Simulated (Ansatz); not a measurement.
# Two structures, one formula

Two relaxed structures of SiH3S2 (charge +1), closed shell (PBE0-D4/def2-TZVP; forces vanish, vibrations not checked).

A:

Si1  (1.140, -0.772, 2.014)
S2  (-0.621, -0.008, 1.059)
S3  (-0.271, 0.305, -1.009)
H4  (-1.373, -0.285, -1.536)
H5  (-0.782, 1.553, -1.157)
H6  (1.958, -0.772, 0.739)
(Å)

B:

```
6
angstrom
Si -0.3690 -0.6463 1.0316
S -0.9965 0.7338 -0.8710
S 1.5437 0.1964 0.9919
H -2.0046 -0.0445 -1.3159
H -0.1122 0.2773 -1.7834
H 1.9443 -0.5369 2.0528
```

Ansatz 0.2.0; basis: def2-TZVPP; cores frozen in the correlated methods. B3LYP uses VWN-RPA correlation.

Task: Which structure is lower at CCSD(T), and by how much? (Judge from chemistry; the value comes from the calculation.)

Result: The calculation gives: B, by 38.69 kcal/mol (electronic energy, against the other). By their contacts, A is SiH₃S₂ ([SiH][S][SH2]), total charge +1 and B is SiH₃S₂ ([SH][Si][SH2]), total charge +1.

All methods give the same order:

| method | E(B) − E(A) (kcal/mol) |
| --- | --- |
| PBE-D4 | -35.23 |
| r2SCAN-D4 | -36.85 |
| PBE0-D4 | -37.11 |
| B3LYP-D4 | -36.39 |
| wB97M-V | -38.59 |
| HF | -38.26 |
| MP2 | -40.49 |
| CCSD | -38.77 |
| CCSD(T) | -38.69 |

T1 diagnostic: at most 0.019. The restricted Hartree–Fock reference is unstable towards an unrestricted one at one or more of these structures.

Labels in which every atom is bracketed show which atoms are joined, not bond orders.

For scale, one of the runs: CCSD(T)/def2-TZVPP, 168 basis functions, launched by `ansatz run in.yaml --threads 2 --pin off --events-out ev --progress --plain --max-ram 4352MiB`. Hardware: 2 CPU threads of an Intel Xeon Platinum 8175M, shared host. Wall time 18 s; peak host memory 1.2 GiB.
